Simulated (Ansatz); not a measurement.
Species: CH4O, SMILES `CO` (charge 0, multiplicity 1).

Give a relaxed geometry from B3LYP-D3(BJ)/def2-SVP (Ansatz, an electronic-structure program).

the end point of this relaxation (outside a Z-matrix the atoms follow the SMILES, hydrogens last).
Bonds (Å): C1–O2 1.407, C1–H3 1.109, C1–H4 1.109, C1–H5 1.101, O2–H6 0.965. Bond angles (°): O2–C1–H3 113.2, O2–C1–H4 113.2, O2–C1–H5 107.6, H3–C1–H4 107.8, H3–C1–H5 107.3, H4–C1–H5 107.3, C1–O2–H6 108.2.
